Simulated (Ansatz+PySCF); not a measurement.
A calculation with PySCF 2.14.0.

```python
from pyscf import gto, scf

mol = gto.M(atom="""
C 0.000000 0.000000 -0.618730
F 0.000000 0.000000 1.426410
H 0.000000 -1.036030 -0.996610
H -0.897230 0.518020 -0.996610
H 0.897230 0.518020 -0.996610
""", basis='sto-3g', charge=0, spin=0)
mf = scf.RHF(mol)
mf.init_guess = 'huckel'
mf.kernel()
while True:  # follow internal instabilities
    mo, _, stable, _ = mf.stability(return_status=True)
    if stable: break
    mf.kernel(mf.make_rdm1(mo, mf.mo_occ))
print(mf.converged, mf.e_tot, mf.spin_square()[0])
```

The script is written out from the run's settings.

Output:

```
Converged                       : yes
Total energy                    : -136.97553 hartree
Spin squared of the determinant : 0.000
```

Caution: an unrestricted determinant lies well below.
